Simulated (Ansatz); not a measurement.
We consider rock-salt MgS, described by r²SCAN (Ansatz, a first-principles code, plane waves, PAW).

Settings: plane-wave cutoff 500 eV, 6×8×1 k mesh (along the axes of the cell as run), gaussian smearing 0.02 eV, scalar-relativistic PAW data made under PBE.

Q: Estimate the surface energy of the (110) face and ionisation potential of the slab that the calculation returns.

A: 
surface energy of the (110) face: 1.03 J/m²
ionisation potential of the slab: 5.29 eV

The slab of 16 atoms is relaxed and unreconstructed.

It cost about 6 core-minutes (a rough figure) of CPU time.
